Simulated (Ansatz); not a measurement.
Cartesian coordinates in Å:
```
Si 0.149 -1.874 0.525
Si -0.452 0.371 0.785
Si 0.182 1.602 -1.099
H -0.244 -2.679 1.712
H 1.622 -1.982 0.341
H -0.520 -2.438 -0.678
H 0.214 0.930 1.995
H -1.926 0.475 0.977
H -0.489 1.053 -2.309
H 1.654 1.507 -1.291
H -0.189 3.036 -0.957
```

Total charge 0; spin multiplicity 1.

List the CAM-B3LYP/def2-TZVPP orbital energies in eV (the Gaussian-basis code of Ansatz). (Best estimate.)

Ansatz gave: Occupied: -1800.88, -1800.88, -1800.81, -145.49, -145.49, -145.44, -100.81, -100.81, -100.81, -100.81, -100.81, -100.81, -100.76, -100.76, -100.76, -18.00, -16.72, -15.28, -11.92, -11.59, -11.29, -11.27, -10.90, -10.03, -9.26. Lowest empty: 0.85, 1.22, 1.26, 1.27, 1.66, 1.92, 2.73, 2.75.
